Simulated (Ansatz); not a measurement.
Results of PBE+SOC in Ansatz (PAW) for body-centred tetragonal In.

Settings: plane-wave cutoff 520 eV, 24×24×24 k mesh, Fermi–Dirac smearing 0.05 eV, PAW data made under PBE.

Computed at the level's own relaxed cell.

### Question
Give the computed pressure derivative B′ of the bulk modulus, bulk modulus and equilibrium lattice constant a.

### Answer

* **pressure derivative B′ of the bulk modulus**: 5.2
* **bulk modulus**: 35.7 GPa
* **equilibrium lattice constant a**: 3.302 Å

The run finds no gap.

Measured, for comparison: bulk modulus 44.7 GPa (copied from a table, unchecked, extrapolated to 0 K and zero-point effects removed; as tabulated in Lejaeghere et al. (2013), arXiv:1204.2733); lattice constant a 3.252 Å (293 K, not corrected to a static lattice; as tabulated in Wikipedia's data pages). Computed (rounded) less measured: bulk modulus not scored (unchecked), lattice constant a +1.5 %.

Note: the bulk modulus comes from volumes at which shape and atoms were relaxed.

Static lattice: no zero-point or thermal effects.

Ansatz is an electronic-structure program.
